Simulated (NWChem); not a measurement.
System: acetonitrile (C2H3N); SMILES CC#N

NWChem input:

```
start job
memory heap 200 mb stack 900 mb global 1100 mb
geometry units angstroms noautosym nocenter noautoz
  C      0.000000     0.000000    -1.162534
  C      0.000000     0.000000     0.290673
  N      0.000000     0.000000     1.447563
  H      1.019593     0.155513    -1.542979
  H     -0.375118    -0.960750    -1.542979
  H     -0.644475     0.805237    -1.542979
end
basis spherical
  * library cc-pvtz
end
dft
  xc hfexch
  iterations 150
end
property
  shielding 4 1 2 3 4
end
task dft property
```

Structure relaxed at the PBE0/def2-SVP level.

GIAO values for the isolated, static molecule; σ is the absolute isotropic shielding.

Atoms are numbered as in the input.

**Question.** Predict the main results of this run. (Hartree-Fock/cc-pVTZ, GIAO.) Quantities: basis functions; σ C1 (ppm); σ C2 (ppm); σ N3 (ppm); σ H4 (ppm).

**Answer.** 
```yaml
number_of_basis_functions: 132
"σ C1 (ppm)": 192.1
"σ C2 (ppm)": 68.5
"σ N3 (ppm)": -36.8
"σ H4 (ppm)": 29.90
```
